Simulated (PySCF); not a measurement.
Stick spectrum of a doublet radical in fast tumbling, microwave frequency 9.51 GHz, simulated to first order from computed parameters.

| field (mT) | relative intensity |
| --- | --- |
| 318.06 | 1 |
| 319.65 | 2 |
| 321.24 | 1 |
| 331.24 | 1 |
| 332.83 | 2 |
| 334.42 | 1 |
| 344.42 | 1 |
| 346.01 | 2 |
| 347.60 | 1 |
| 357.61 | 1 |
| 359.19 | 2 |
| 360.78 | 1 |

**Question.** Find the g value from the centre of the pattern.

**Answer.** The pattern is symmetric about 339.42 mT, so g = hν/(μB·B0) = 9510/(13.99624 × 339.42) ≈ 2.0018, a shift of -0.5 × 10⁻³ from the free-electron value.

**Question.** Take the pattern apart into splittings.

**Answer.** The first two lines at either end are about 1.59 mT apart, which is the smallest coupling, and their intensity ratio 1:2 counts the nuclei that share it. In full: a 1:1:1:1 quartet of 13.18 mT (369 MHz), from 1 nucleus of spin 3/2; a 1:2:1 triplet of 1.59 mT (44 MHz), from 2 nuclei of spin 1/2. Check: Σ 2nI·a is the distance from the first to the last line, 42.72 mT.

**Question.** The radical has the formula BH2. Propose a structure, and say which nuclei carry the couplings.

**Answer.** `[BH2]` [radical], numbered [BH2:1] (hydrogens: H2, H3 on B1). 13.18 mT: 11B at B1 (largest spin population; computed sign +); 1.59 mT: 1H at H2/H3 (1 bond from B1; computed sign +). The largest Mulliken spin population is on B1 (+0.99).

Level of theory: UKS B3LYP, IGLO-III on B, pcH-1 on H, non-relativistic, mean-field spin-orbit, GIAO (PySCF 2.14.0). Geometry: PBE0-D3(BJ)/def2-SVP; no solvent, vibrations or thermal averaging.

Main isotope only: 11B (natural samples also hold 20 % 10B, magnetic too, which adds its own pattern).

First-order positions only. To second order lines move to lower field by a²/(2B0)·[J(J+1) − M²], with J the total spin of the equivalent nuclei and M its projection: up to 0.90 mT for the 13.18 mT coupling at this field.

For comparison, experiment gives in magnitude: 11B B1 358.0 MHz (computed 369.3); 1H H2/H3 38.0 MHz (computed 44.5) (Vogler, Dietschreit, Peters, Ochsenfeld, Accurate hyperfine coupling constants including electron correlation and dynamic contributions (in Vogler's thesis, LMU Munich)).

Rare isotopes and splittings under 0.04 mT were left out of the simulation.

The run took 1.4 s wall on one thread, Arm Neoverse V1, no GPU, shared host.
